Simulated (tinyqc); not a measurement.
Worked calculation: extended Hueckel theory, for CH2-. The parameters take no account of the charge, which enters only through the electron count, and nothing here shows that the anion is bound. Computed by tinyqc, a small Python program that keeps every step (integrals from PySCF). Settings: charge = -1, K = 1.75, multiplicity = 2. Command: `OMP_NUM_THREADS=1 python tinyqc.py 29236 29237 out.jsonl` (the two numbers bound the seeds that draw the settings). One thread of a shared host (Intel(R) Xeon(R) Processor @ 2.60GHz), about 0.01 s of CPU time with the checks.

## Overlaps

Geometry (angstrom):
```
atom         x          y         z
C     0.000000   0.000000  0.000000
H     0.000000   0.933000  0.584000
H     0.000000  -0.933000  0.584000
```

Parameters chosen for this run:
```
element  shell  Slater exponent   H_ii (eV)
C           2s         1.625000  -21.400000
C           2p         1.625000  -11.400000
H           1s         1.300000  -13.600000
```

Slater orbitals, each expanded in six Gaussians scaled to its exponent.

overlap S, lower triangle:
```
           1C 2s    1C 2px     1C 2py    1C 2pz     2H 1s     3H 1s
1C 2s   1.000000
1C 2px  0.000000  1.000000
1C 2py  0.000000  0.000000   1.000000
1C 2pz  0.000000  0.000000   0.000000  1.000000
2H 1s   0.486343  0.000000   0.413428  0.258780  1.000000
3H 1s   0.486343  0.000000  -0.413428  0.258780  0.128560  1.000000
```

## Wolfsberg-Helmholz matrix

diagonal H_ii (eV): 1C 2s -21.400000, 1C 2px -11.400000, 1C 2py -11.400000, 1C 2pz -11.400000, 2H 1s -13.600000, 3H 1s -13.600000

K = 1.750000

H_ij = K' S_ij (H_ii + H_jj)/2 for i != j (the diagonal keeps H_ii), with K' = 1.75.

H (eV), lower triangle:
```
             1C 2s      1C 2px      1C 2py      1C 2pz       2H 1s       3H 1s
1C 2s   -21.400000
1C 2px    0.000000  -11.400000
1C 2py    0.000000    0.000000  -11.400000
1C 2pz    0.000000    0.000000    0.000000  -11.400000
2H 1s   -14.894248    0.000000   -9.043741   -5.660820  -13.600000
3H 1s   -14.894248    0.000000    9.043741   -5.660820   -3.059724  -13.600000
```

## Orbitals

valence electrons = 7

Solve H C = S C e through S^(-1/2); fill by pairs from the bottom, a degenerate level sharing its electrons equally; each orbital has its largest coefficient positive (the first on a tie).

orbital energies (eV): -23.677425  -15.657345  -12.248881  -11.400000  5.236269  15.635628

occupations: 2.000000  2.000000  2.000000  1.000000  0.000000  0.000000

coefficients:
```
              MO1        MO2        MO3       MO4        MO5        MO6
1C 2s    0.724776   0.000000  -0.298584  0.000000   0.000000   1.136901
1C 2px   0.000000   0.000000   0.000000  1.000000   0.000000   0.000000
1C 2py   0.000000   0.529656   0.000000  0.000000   1.168311   0.000000
1C 2pz  -0.018559   0.000000   0.897179  0.000000   0.000000   0.671951
2H 1s    0.244254   0.438607   0.152867  0.000000  -0.867031  -0.935747
3H 1s    0.244254  -0.438607   0.152867  0.000000   0.867031  -0.935747
```

sum of one-electron energies = -114.567302 eV

## Mulliken analysis

P = C n C^T; charge = valence electrons (C 4, H 1) minus the sum of (P S)_ii on the atom; overlap population = 2 sum P_ij S_ij between two atoms.

charges: 1C -1.177568, 2H 0.088784, 3H 0.088784

Overlap populations:
```
pair      value
2-1    0.777044
3-1    0.777044
3-2   -0.056231
```
